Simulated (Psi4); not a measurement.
Psi4 input (wB97X-D/6-311+G**):

```
memory 1500 MB

molecule {
-1 1
O     0.05728725    0.81312084   -0.03996413
O     0.04221979   -0.70897730   -0.01520246
H    -0.79605634   -0.83314830    0.44133267
symmetry c1
no_reorient
no_com
}

set {
  basis 6-311+G**
  reference rks
  scf_type pk
  dft_radial_points 99
  dft_spherical_points 590
  e_convergence 1e-8
  d_convergence 1e-7
  maxiter 150
}

e = energy('wb97x-d')
print_out(f'\nFINAL {e:.10f} DIPOLE {variable("CURRENT DIPOLE")[0]:.6f} {variable("CURRENT DIPOLE")[1]:.6f} {variable("CURRENT DIPOLE")[2]:.6f}\n')
```

Output:

```
   => Loading Basis Set <=

    Name: 6-311+G**
    Role: ORBITAL
    Keyword: BASIS
    atoms 1-2 entry O          line   171 file 6-311pgss.gbs
    atoms 3   entry H          line    42 file 6-311pgss.gbs

   => WB97X-D: Empirical Dispersion <=

    Chai and Head-Gordon Dispersion Correction
    Chai, J.-D.; Head-Gordon, M. (2010), J. Chem. Phys., 132: 6615-6620

        s6 =       1.000000

         ---------------------------------------------------------
                                   SCF
               by Justin Turney, Rob Parrish, Andy Simmonett
                          and Daniel G. A. Smith
                              RKS Reference
         ---------------------------------------------------------

  ==> Geometry <==

    Molecular point group: c1
    Full point group: C1

    Geometry (in Angstrom), charge = -1, multiplicity = 1:

       Center              X                  Y                   Z               Mass
    ------------   -----------------  -----------------  -----------------  -----------------
         O            0.057287250000     0.813120840000    -0.039964130000    15.994914619570
         O            0.042219790000    -0.708977300000    -0.015202460000    15.994914619570
         H           -0.796056340000    -0.833148300000     0.441332670000     1.007825032230

  Running in c1 symmetry.

  Rotational constants: A =     19.37704  B =      0.86940  C =      0.83207 [cm^-1]
  Rotational constants: A = 580908.89872  B =  26064.02315  C =  24944.80798 [MHz]
  Nuclear repulsion =   28.854227317905487

  Charge       = -1
  Multiplicity = 1
  Electrons    = 18
  Nalpha       = 9
  Nbeta        = 9

  ==> Algorithm <==

  SCF Algorithm Type is PK.
  DIIS enabled.
  MOM disabled.
  Fractional occupation disabled.
  Guess Type is SAD.
  Energy threshold   = 1.00e-08
  Density threshold  = 1.00e-07
  Integral threshold = 1.00e-12

  ==> Primary Basis <==

  Basis Set: 6-311+G**
    Blend: 6-311+G**
    Number of shells: 24
    Number of basis functions: 50
    Number of Cartesian functions: 52
    Spherical Harmonics?: true
    Max angular momentum: 2

  ==> DFT Potential <==

   => LibXC <=

    Version 7.1.2
    S. Lehtola, C. Steigemann, M. J. T. Oliveira, and M. A. L. Marques,  SoftwareX 7, 1–5 (2018) (10.1016/j.softx.2017.11.002)

   => Composite Functional: WB97X-D <=

    wB97X-D Hyb-GGA Exchange-Correlation Functional

    J.-D. Chai and M. Head-Gordon,  Phys. Chem. Chem. Phys. 10, 6615–6620 (2008) (10.1039/B810189B)

    Deriv               =              1
    GGA                 =           TRUE
    Meta                =          FALSE

    Exchange Hybrid     =           TRUE
    MP2 Hybrid          =          FALSE

   => Exchange-Correlation Functionals <=

    1.0000   wB97X-D range-separated functional

   => Exact (HF) Exchange <=

    0.7780            HF,LR [omega = 0.2000]
    0.2220               HF

   => LibXC Density Thresholds  <==

    XC_HYB_GGA_XC_WB97X_D:  1.00E-14

   => Molecular Quadrature <=

    Radial Scheme          =       TREUTLER
    Pruning Scheme         =           NONE
    Nuclear Scheme         =       TREUTLER

    Blocking Scheme        =         OCTREE
    BS radius alpha        =              1
    Pruning alpha          =              1
    Radial Points          =             99
    Spherical Points       =            590
    Total Points           =         170950
    Total Blocks           =           1309
    Max Points             =            256
    Max Functions          =             50
    Weights Tolerance      =       1.00E-15

  ==> Integral Setup <==

  Using in-core PK algorithm.
   Calculation information:
      Number of atoms:                   3
      Number of AO shells:              24
      Number of primitives:             44
      Number of atomic orbitals:        52
      Number of basis functions:        50

      Integral cutoff                 1.00e-12
      Number of threads:                 1

  Performing in-core PK
  Using 2440350 doubles for integral storage.
  We computed 45053 shell quartets total.
  Whereas there are 45150 unique shell quartets.

  Computing range-separated integrals for PK
  We computed 45053 wK shell quartets total.
  Whereas there are 45150 wK unique shell quartets.

  ==> DiskJK: Disk-Based J/K Matrices <==

    J tasked:                  Yes
    K tasked:                  Yes
    wK tasked:                 Yes
    Omega:               2.000E-01
    Schwarz Cutoff:          1E-12


  Cached 100.0% of DFT collocation blocks in 0.220 [GiB].

  Minimum eigenvalue in the overlap matrix is 2.0674041393E-03.
  Reciprocal condition number of the overlap matrix is 3.8650790198E-04.
    Using symmetric orthogonalization.

  ==> Pre-Iterations <==

  SCF Guess: Superposition of Atomic Densities via on-the-fly atomic UHF (no occupation information).

   -------------------------
    Irrep   Nso     Nmo
   -------------------------
     A         50      50
   -------------------------
    Total      50      50
   -------------------------

  ==> Iterations <==

                        Total Energy        Delta E     RMS |[F,P]|

   @RKS iter SAD:  -150.07270036414016   -1.50073e+02   0.00000e+00
   @RKS iter   1:  -150.74022513052623   -6.67525e-01   1.34010e-02 ADIIS/DIIS
   @RKS iter   2:  -150.68589988271691    5.43252e-02   1.65757e-02 ADIIS/DIIS
   @RKS iter   3:  -150.93329741345875   -2.47398e-01   1.80345e-03 ADIIS/DIIS
   @RKS iter   4:  -150.93514090052761   -1.84349e-03   1.02992e-03 ADIIS/DIIS
   @RKS iter   5:  -150.93601577229950   -8.74872e-04   2.00786e-04 ADIIS/DIIS
   @RKS iter   6:  -150.93605721920972   -4.14469e-05   3.94692e-05 DIIS
   @RKS iter   7:  -150.93605950728801   -2.28808e-06   4.86031e-06 DIIS
   @RKS iter   8:  -150.93605963046221   -1.23174e-07   1.55154e-06 DIIS
   @RKS iter   9:  -150.93605964470405   -1.42418e-08   4.40440e-07 DIIS
   @RKS iter  10:  -150.93605964624101   -1.53696e-09   1.24774e-07 DIIS
   @RKS iter  11:  -150.93605964636501   -1.24004e-10   3.56683e-08 DIIS
  Energy and wave function converged.

  ==> Post-Iterations <==

   Electrons on quadrature grid:
      Ntotal   =   18.0000000214 ; deviation = 2.138e-08

    Orbital Energies [Eh]
    ---------------------

    Doubly Occupied:

       1A    -19.021010     2A    -18.943859     3A     -0.874711
       4A     -0.629321     5A     -0.304053     6A     -0.206505
       7A     -0.181810     8A     -0.049547     9A     -0.026308

    Virtual:

      10A      0.308742    11A      0.352890    12A      0.417280
      13A      0.433882    14A      0.455418    15A      0.457967
      16A      0.479846    17A      0.486594    18A      0.520288
      19A      0.608349    20A      0.787050    21A      1.295301
      22A      1.313629    23A      1.324513    24A      1.373292
      25A      1.427932    26A      1.436343    27A      1.674587
      28A      1.674946    29A      1.831316    30A      1.900629
      31A      2.332714    32A      2.775367    33A      2.902108
      34A      2.988138    35A      3.161280    36A      3.247926
      37A      3.269098    38A      3.453180    39A      3.479187
      40A      3.586309    41A      4.000991    42A      4.184441
      43A      5.189405    44A      5.286794    45A      5.380764
      46A      5.393182    47A      5.727098    48A      5.848294
      49A     50.203877    50A     50.253150

    Final Occupation by Irrep:
              A
    DOCC [     9 ]
    NA   [     9 ]
    NB   [     9 ]

  @RKS Final Energy:  -150.93605964636501

   => Energetics <=

    Nuclear Repulsion Energy =             28.8542273179054867
    One-Electron Energy =                -270.6952545793885747
    Two-Electron Energy =                 103.2514328986533769
    DFT Exchange-Correlation Energy =     -12.3464253831387420
    Empirical Dispersion Energy =          -0.0000399003965591
    VV10 Nonlocal Energy =                  0.0000000000000000
    Total Energy =                       -150.9360596463650097

Computation Completed

Properties will be evaluated at   0.000000,   0.000000,   0.000000 [a0]

Properties computed using the SCF density matrix

 Multipole Moments:

 ------------------------------------------------------------------------------------
     Multipole            Electronic (a.u.)      Nuclear  (a.u.)        Total (a.u.)
 ------------------------------------------------------------------------------------

 L = 1.  Multiply by 2.5417464519 to convert [e a0] to [Debye]
 Dipole X            :         -0.6393564           -0.0000000           -0.6393564
 Dipole Y            :         -0.9333410            0.0000000           -0.9333409
 Dipole Z            :          0.3573364           -0.0000001            0.3573363
 Magnitude           :                                                    1.1864195

 ------------------------------------------------------------------------------------

FINAL -150.9360596464 DIPOLE -0.639356 -0.933341 0.357336

*** Psi4 exiting successfully. Buy a developer a beer!
```

The dipole moment of an ion depends on the origin.
